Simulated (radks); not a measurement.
# S²⁺ in [Ne] 3s1 3p2 4p1: an all-electron calculation

Aim: the levels, the sizes of the orbitals and the parts of the energy of the sulfur ion S2+.

Program: radks (a radial shooting solver on a logarithmic mesh, Libxc functionals) version 1. Level of theory: scalar-relativistic Kohn-Sham, LDA (Slater exchange, Perdew-Wang correlation), spin-unpolarised, spherical densities, point nucleus. These are calculated values, not measurements, unless marked.

## (1) The atom as given

| Item | Value |
| --- | --- |
| element | sulfur (Z = 16) |
| charge | +2 |
| electrons | 14 |
| configuration | [Ne] 3s1 3p2 4p1 |

The outer shells:

S²⁺
```
[Ne] core
3s [↑ ]
3p [↑ ][↑ ][  ]
4p [↑ ][  ][  ]
```

## (2) The run

Input:

```text
Z 16
configuration [Ne] 3s1 3p2 4p1
relativity scalar-relativistic
functional lda,pw
spin unpolarised
nucleus point
c 137.035999084
```

**Question.** What will this run give?

**Answer**, as computed:

```
                        quantity                value
                    total energy   -395.39405 hartree
exchange-correlation share of it               5.87 %
                            −T/E               1.0032
          highest occupied level       4p, -11.668 eV
    most extended occupied level  4p, <r> = 4.21 bohr
 radius at density 0.001 e/bohr³            4.68 bohr
    maxima of the radial density                    3
```

What this shows: 4 principal shells are occupied and 3 maxima appear in the radial density; where shells overlap, one shows as a shoulder or not at all. Relativity lifts −T/E to 1.003. This is not the tabulated ground configuration, so its levels and sizes aren't those of the ground state, and no measured value stands beside it.
